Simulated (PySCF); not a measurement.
Level of theory and gas-phase deprotonation enthalpies: formic acid

Structure: `O=CO` (CH2O2). Coordinates in Å; atoms count from 1 in this order:
```
O    -0.6909    1.1451    0.0107
C    -0.4122   -0.0195   -0.0089
O     0.8260   -0.5105   -0.0132
H    -1.1505   -0.8471   -0.0262
H     1.4445    0.2379    0.0026
```

All levels share the PBE0-D3(BJ)/ma-def2-SVP structures and the PBE0-D3(BJ)/ma-def2-SVP thermal terms; only the single-point energies (PySCF) change. Values are gas-phase deprotonation enthalpies (298 K, kJ/mol).

```
                    level    O3    C2   time
         MP2/ma-def2-TZVP  1424  1584  6.3 s
B3LYP-D3(BJ)/ma-def2-TZVP  1430  1583      –
     CCSD(T)/ma-def2-TZVP  1438  1586  100 s
          HF/ma-def2-TZVP  1463  1621  1.4 s
```

Times are wall times for all single points of a level on 1 thread of AMD EPYC 7R43 64-Core, a shared host; the dash marks the run that also made the structures.

Hartree-Fock leaves out electron correlation, so its deprotonation energies can be off by tens of kJ/mol.

The widest spread is that of O3: 39 kJ/mol, from 1424 to 1463.
